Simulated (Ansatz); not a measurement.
Basis sets compared for Al2N (the lowest doublet isomer of a short search). The state is a doublet with charge 0. Geometry PBE0-D4/def2-TZVP. Ansatz on 4 threads of Arm Neoverse V2 on a shared host; times are rough, and most runs start from earlier orbitals.

```xyz
3

Al   -0.0578    1.0540   -1.3504
Al    0.0567   -1.0543    1.3503
N     0.0011    0.0002    0.0001
```

The structure comes from a short search, and lower isomers may exist.

Binding counts from free atoms (Al doublet, N quartet) in the same basis, without a counterpoise term.

```
                         level  functions  energy (Eh)  HOMO (eV)  LUMO (eV)  binding per atom (eV)  wall time
               PBE-D4/def2-SVP         50    -539.0594      -5.23      -4.48                   2.81     0.45 s
PBE-D4/def2-TZVP (with forces)        105    -539.2981      -5.22      -4.44                   2.82        1 s
           r2SCAN-D4/def2-TZVP        105    -539.5350      -5.51      -4.35                   2.66      2.3 s
              PBE0-D4/def2-SVP         50    -539.0901      -6.12      -3.91                   2.56     0.55 s
             PBE0-D4/def2-TZVP        105    -539.3268      -6.16      -3.86                   2.59      1.6 s
```

(1) Estimate the rows for PBE-D4/def2-TZVPD, r2SCAN-D4/def2-TZVPD, PBE0-D4/def2-TZVPD.

## Answers

(1) 
```json
{"level": "PBE-D4/def2-TZVPD", "functions": "123", "energy (Eh)": "-539.2988", "HOMO (eV)": "-5.23", "LUMO (eV)": "-4.45", "binding per atom (eV)": "2.82", "wall time": "1.4 s"}
{"level": "r2SCAN-D4/def2-TZVPD", "functions": "123", "energy (Eh)": "-539.5356", "HOMO (eV)": "-5.51", "LUMO (eV)": "-4.35", "binding per atom (eV)": "2.66", "wall time": "3 s"}
{"level": "PBE0-D4/def2-TZVPD", "functions": "123", "energy (Eh)": "-539.3274", "HOMO (eV)": "-6.17", "LUMO (eV)": "-3.87", "binding per atom (eV)": "2.59", "wall time": "1.4 s"}
```
